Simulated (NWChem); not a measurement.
All runs are NWChem calculations. System: Na, charge 0, spin multiplicity 2. Its SCF solution wasn't tested for a lower state. Level: UCCSD(T)/def2-TZVP, 1 core orbitals frozen.

NWChem printed:

```
             Northwest Computational Chemistry Package (NWChem) 7.3.0
             --------------------------------------------------------

                                NWChem Input Module
                                -------------------

 Scaling coordinates for geometry "geometry" by  1.889725989
 (inverse scale =  0.529177249)

                             Geometry "geometry" -> ""
                             -------------------------

 Output coordinates in angstroms (scale by  1.889725989 to convert to a.u.)

  No.       Tag          Charge          X              Y              Z
 ---- ---------------- ---------- -------------- -------------- --------------
    1 Na                  11.0000     0.00000000     0.00000000     0.00000000

 Effective nuclear repulsion energy (a.u.)       0.0000000000

            Nuclear Dipole moment (a.u.)
            ----------------------------
        X                 Y               Z
 ---------------- ---------------- ----------------
     0.0000000000     0.0000000000     0.0000000000

      Symmetry information
      --------------------

 Group name             D2h
 Group number             26
 Group order               8
 No. of unique centers     1

      Symmetry unique atoms

     1


 Summary of "ao basis" -> "" (spherical)
 ------------------------------------------------------------------------------
       Tag                 Description            Shells   Functions and Types
 ---------------- ------------------------------  ------  ---------------------
 *                         def2-tzvp                  on all atoms

 Summary of "ao basis" -> "ao basis" (spherical)
 ------------------------------------------------------------------------------
       Tag                 Description            Shells   Functions and Types
 ---------------- ------------------------------  ------  ---------------------
 Na                        def2-tzvp                12       32   5s4p3d

                                 NWChem SCF Module
                                 -----------------

  ao basis        = "ao basis"
  functions       =    32
  atoms           =     1
  alpha electrons =     6
  beta  electrons =     5
  charge          =   0.00
  wavefunction    = UHF
  use symmetry    = T
  symmetry adapt  = T

 Summary of "ao basis" -> "ao basis" (spherical)
 ------------------------------------------------------------------------------
       Tag                 Description            Shells   Functions and Types
 ---------------- ------------------------------  ------  ---------------------
 Na                        def2-tzvp                12       32   5s4p3d

      Symmetry analysis of basis
      --------------------------

        ag         11
        au          0
        b1g         3
        b1u         4
        b2g         3
        b2u         4
        b3g         3
        b3u         4

 Forming initial guess at       0.0s

   Symmetry analysis of molecular orbitals - initial alpha
   -------------------------------------------------------

  Numbering of irreducible representations:

     1 ag          2 au          3 b1g         4 b1u         5 b2g
     6 b2u         7 b3g         8 b3u

  Orbital symmetries:

     1 ag          2 ag          3 b2u         4 b3u         5 b1u
     6 ag          7 b1u         8 b2u         9 b3u        10 ag
    11 b2u        12 b3u        13 b1u        14 ag         15 b2g
    16 b3g

   Symmetry analysis of molecular orbitals - initial beta
   ------------------------------------------------------

  Numbering of irreducible representations:

     1 ag          2 au          3 b1g         4 b1u         5 b2g
     6 b2u         7 b3g         8 b3u

  Orbital symmetries:

     1 ag          2 ag          3 b3u         4 b2u         5 b1u
     6 ag          7 b2u         8 b3u         9 b1u        10 ag
    11 b2u        12 b3u        13 b1u        14 ag         15 ag
    16 b1g

 Starting SCF solution at       0.0s

 ----------------------------------------------
         Quadratically convergent UHF

 Convergence threshold     :          1.000E-07
 Maximum no. of iterations :          100
 Integral*density screening:          1.000E-09
[...]
  ----- ------------  ---------------      ----- ------------  ---------------
     8      0.863244  1 Na pz                11      0.227160  1 Na pz

 Vector    6  Occ=0.000000D+00  E= 1.346735D-02  Symmetry=ag
              MO Center= -3.1D-21, -3.9D-20, -2.4D-23, r^2= 1.2D+01
   Bfn.  Coefficient  Atom+Function         Bfn.  Coefficient  Atom+Function
  ----- ------------  ---------------      ----- ------------  ---------------
     5      1.103745  1 Na s

 Vector    7  Occ=0.000000D+00  E= 6.063735D-02  Symmetry=b1u
              MO Center= -1.7D-39, -1.7D-39,  6.4D-23, r^2= 1.3D+01
   Bfn.  Coefficient  Atom+Function         Bfn.  Coefficient  Atom+Function
  ----- ------------  ---------------      ----- ------------  ---------------
    14      1.094565  1 Na pz

 Vector    8  Occ=0.000000D+00  E= 6.063735D-02  Symmetry=b2u
              MO Center=  5.8D-36,  1.4D-20,  4.2D-37, r^2= 1.3D+01
   Bfn.  Coefficient  Atom+Function         Bfn.  Coefficient  Atom+Function
  ----- ------------  ---------------      ----- ------------  ---------------
    13      1.094565  1 Na py

 center of mass
 --------------
 x =   0.00000000 y =   0.00000000 z =   0.00000000

 moments of inertia (a.u.)
 ------------------
           0.000000000000           0.000000000000           0.000000000000
           0.000000000000           0.000000000000           0.000000000000
           0.000000000000           0.000000000000           0.000000000000

  Mulliken analysis of the total density
  --------------------------------------

    Atom       Charge   Shell Charges
 -----------   ------   -------------------------------------------------------
    1 Na  11    11.00   2.00  0.67  1.32  0.74  0.27  5.07  0.92 -0.00  0.01  0.00  0.00 -0.00

  Mulliken analysis of the alpha density
  --------------------------------------

    Atom       Charge   Shell Charges
 -----------   ------   -------------------------------------------------------
    1 Na  11     6.00   1.00  0.34  0.65  0.74  0.27  2.53  0.46 -0.00  0.01  0.00  0.00 -0.00

   Mulliken analysis of the beta density
   -------------------------------------

    Atom       Charge   Shell Charges
 -----------   ------   -------------------------------------------------------
    1 Na  11     5.00   1.00  0.33  0.67  0.00 -0.00  2.54  0.46 -0.00  0.00  0.00  0.00 -0.00

   Mulliken analysis of the spin density
   -------------------------------------

    Atom       Charge   Shell Charges
 -----------   ------   -------------------------------------------------------
    1 Na  11     1.00   0.00  0.01 -0.01  0.74  0.27 -0.01  0.00 -0.00  0.00 -0.00 -0.00  0.00

       Multipole analysis of the density wrt the origin
       ------------------------------------------------

     L   x y z        total         alpha         beta         nuclear
     -   - - -        -----         -----         ----         -------
     0   0 0 0     -0.000000     -6.000000     -5.000000     11.000000

     1   1 0 0      0.000000     -0.000000      0.000000      0.000000
     1   0 1 0     -0.000000      0.000000     -0.000000      0.000000
     1   0 0 1     -0.000000      0.000000     -0.000000      0.000000

     2   2 0 0     -9.085734     -8.011379     -1.074355      0.000000
     2   1 1 0      0.000000      0.000000      0.000000      0.000000
     2   1 0 1      0.000000      0.000000      0.000000      0.000000
     2   0 2 0     -9.085734     -8.011379     -1.074355      0.000000
     2   0 1 1      0.000000      0.000000      0.000000      0.000000
     2   0 0 2     -9.085734     -8.011379     -1.074355      0.000000

                   NWChem Extensible Many-Electron Theory Module
                   ---------------------------------------------


            General Information
            -------------------
      Number of processors :     1
         Wavefunction type : Unrestricted Hartree-Fock
          No. of electrons :    11
           Alpha electrons :     6
            Beta electrons :     5
           No. of orbitals :    64
            Alpha orbitals :    32
             Beta orbitals :    32
        Alpha frozen cores :     1
         Beta frozen cores :     1
     Alpha frozen virtuals :     0
      Beta frozen virtuals :     0
         Spin multiplicity : doublet
    Number of AO functions :    32
       Number of AO shells :    12
        Use of symmetry is : on
      Symmetry adaption is : on
         Schwarz screening : 0.10D-09

          Correlation Information
          -----------------------
          Calculation type : Coupled-cluster singles & doubles w/ perturbation
   Perturbative correction : (T)
            Max iterations :      100
        Residual threshold : 0.10D-05
     T(0) DIIS level shift : 0.00D+00
     L(0) DIIS level shift : 0.00D+00
     T(1) DIIS level shift : 0.00D+00
     L(1) DIIS level shift : 0.00D+00
     T(R) DIIS level shift : 0.00D+00
     T(I) DIIS level shift : 0.00D+00
   CC-T/L Amplitude update :  5-th order DIIS
                I/O scheme : Global Array Library
        L-threshold :  0.10D-05
        EOM-threshold :  0.10D-05
 no EOMCCSD initial starts read in
 TCE RESTART OPTIONS
 SLICE:      F
 D4D5:       F
 quantumc:   F
 qrotation:  F
 pwtce:      F
 qducc:      F
 nacto:                         0
 nrotv:                         0
 nrot:                          0

            Memory Information
            ------------------
          Available GA space size is     249034752 doubles
          Available MA space size is     104855380 doubles

 Maximum block size supplied by input
 Maximum block size        24 doubles

 tile_dim =      9

 -------------------------------------------------

 Global array virtual files algorithm will be used

 Parallel file system coherency ......... OK


 half-transformed integrals in memory

 2-e (intermediate) file size =         2103296
 2-e (intermediate) file name = ./mol.v2i

 2-e integrals stored in memory



CCSD iterations
 ---------------------------------------------------------
 Iter          Residuum       Correlation     Cpu    Wall
 ---------------------------------------------------------
    1   0.0799287789064  -0.1635562629400     0.3     0.3
    2   0.0129193952476  -0.1680528446700     0.3     0.3
    3   0.0029343366929  -0.1687353981255     0.3     0.3
    4   0.0008603929872  -0.1688579350724     0.3     0.3
    5   0.0003141461923  -0.1688942429908     0.3     0.3
    6   0.0001114447199  -0.1689119898681     0.3     0.3
    7   0.0000380849885  -0.1689117424220     0.3     0.3
    8   0.0000176793782  -0.1689122748567     0.2     0.2
    9   0.0000088747491  -0.1689125047829     0.3     0.3
   10   0.0000045521801  -0.1689126713445     0.3     0.3
   11   0.0000005007004  -0.1689128449651     0.3     0.3
 -----------------------------------------------------------------
 Iterations converged
 CCSD correlation energy / hartree =        -0.168912844965080
 CCSD total energy / hartree       =      -162.020766346293499

 Singles contributions

 Doubles contributions
 CCSD(T)
 Using plain CCSD(T) code
             total no. of tasks         2408
 total no. of tasks / no. procs         2408
                         wl_min           27           1.7
                         wl_max         4096           4.0
        thresh for no. of tasks         2408

 CCSD[T]  correction energy / hartree =        -0.002424902794970
 CCSD[T] correlation energy / hartree =        -0.171337747760050
 CCSD[T] total energy / hartree       =      -162.023191249088455
 CCSD(T)  correction energy / hartree =        -0.002146516098899
 CCSD(T) correlation energy / hartree =        -0.171059361063979
 CCSD(T) total energy / hartree       =      -162.022912862392388

 Task  times  cpu:        3.8s     wall:        3.8s

 Total times  cpu:        3.8s     wall:        3.8s
```

Problem. Write an NWChem input that would produce this output.

Solution. Several could match; the one computed here: 
```
start mol
memory heap 100 mb stack 700 mb global 1900 mb
geometry units angstroms nocenter noautoz
  Na     0.000000     0.000000     0.000000
  symmetry group D2h
end
basis spherical
  * library def2-tzvp
end
scf
  uhf
  nopen 1
  maxiter 100
  thresh 1e-7
  semidirect memsize 60000000 filesize 0
  # guess.movecs holds the orbitals of an unrestricted PBE0 run
  vectors input guess.movecs output mol.movecs
end
tce
  freeze core 1
  ccsd(t)
  thresh 1e-6
  maxiter 100
  tilesize 24
end
task tce energy
```
